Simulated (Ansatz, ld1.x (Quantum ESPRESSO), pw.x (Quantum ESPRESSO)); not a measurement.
# barium: one change to the PAW potential, in the atom and in the bcc crystal

```json
{"Element": "Ba (Z = 56)", "Generator": "ld1.x (Quantum ESPRESSO) 7.5", "Type": "PAW", "Functional": "LDA (PW92)", "Relativity": "scalar-relativistic", "Frozen core": "[Kr] 4d10", "Valence charge": "10", "Reference configuration": "5s2 5p6 5d0 6s1.5 6p0.5", "Partial waves": "5s (bound): rcut 2.35, rcutus 3.10 bohr; 6s (bound): rcut 2.35, rcutus 3.10 bohr; 5p (bound): rcut 2.90, rcutus 3.25 bohr; 6p (bound): rcut 2.90, rcutus 3.25 bohr; 5d (bound, empty): rcut 3.45, rcutus 4.45 bohr; 5d channel at 0.25 Ry: rcut 3.45, rcutus 4.45 bohr", "Local potential": "all-electron potential smoothed inside 4.35 bohr (lloc = -1)", "Core correction": "none", "Augmentation charge": "BESSEL, radius 1.95 bohr"}
```

Change: all radii scaled by about 0.94 (s 2.90, p 3.04, d 4.16 bohr, rcut 2.20/2.70/3.22); local potential all-electron potential smoothed inside 4.06 bohr (lloc = -1); augmentation BESSEL, radius 1.82 bohr.

Cutoffs, loose and tight: the cutoffs (Ry, on a coarse ladder) from which the occupation-weighted sum of valence levels, in a spherical-Bessel basis at the reference potential, stays within 10 and 1 mRy of its value at 400 Ry. They do not see the model core or the augmentation charge, which bear on the density cutoff. Test errors are all-electron minus pseudo excitation energies from the reference, over the configurations 5s2 5p6 5d0 6s2 6p0; 5s2 5p6 5d0 6s1 6p0; 5s2 5p6 5d0 6s0 6p0; 5s2 5p6 5d0.5 6s1.5 6p0; 5s2 5p6 5d0 6s0 6p1; 5s2 5p5 5d0 6s2 6p0; 5s2 5p6 5d0 6s1.5 6p0 (two spin-polarised tests are not counted in the largest error); variants that change the core or the reference have their own tests.

Crystal test: bcc Ba in pw.x 7.5, no spin, 10³ k-points, Fermi–Dirac smearing 0.01 Ry, cutoffs set for each file from its atomic test. The reference is all-electron LAPW (Ansatz 0.2.0) with the same functional, mesh and smearing; V0 and B0 come from Birch–Murnaghan fits to the pressures at five volumes. Errors are pseudo minus all-electron; Δ is the rms difference of the E(V) curves that follow from these fits, minima aligned, over ±6 % about the mean V0. Mesh and smearing are coarse, so the numbers serve the comparison and aren't converged zero-temperature values; the lattice is a test structure that the element need not adopt.

All-electron: a0 = 4.763 Å (V0 = 54.03 Å³/atom), B0 = 10.0 GPa.

Problem. Does the change bring the crystal closer to the all-electron result?

Solution. The mean pressure error goes from +0.78 to +0.55 GPa, so the change moves the solid closer to the all-electron pressures.

| quantity | base | changed |
| --- | --- | --- |
| outcome (atom) | generated | generated |
| cutoff, loose (atom) | 10 Ry | 10 Ry |
| cutoff, tight (atom) | 15 Ry | 15 Ry |
| bound ghosts (atom) | none | none |
| largest test error (meV) (atom) | test run stopped at test 2 of 9 (negative rho), 1 before it not solved | test run stopped at test 2 of 9 (negative rho) |
| cutoffs in pw.x (Ry) | 40/320 | 40/320 |
| a0 (Å) | – | 4.833 |
| a0 error (%) | – | +1.47 |
| B0 error (%) | – | +10.6 |
| Δ (meV/atom) | – | 5.7 |
| mean pressure error (GPa) | +0.78 | +0.55 |

A dash: not determined, or the minimum lies outside the volumes sampled.

Base: The largest radius (4.45 bohr) exceeds half the bond length (3.89 bohr), so the spheres overlap, which is one possible source of error among others. This is a poor potential for the solid. Atomic configuration tests: test run stopped at test 2 of 9 (negative rho), 1 before it not solved. Changed file: The largest radius (4.16 bohr) exceeds half the bond length (3.89 bohr), so the spheres overlap, which is one possible source of error among others. This is a poor potential for the solid. Atomic configuration tests: test run stopped at test 2 of 9 (negative rho). The atomic cutoffs weigh occupied waves only.
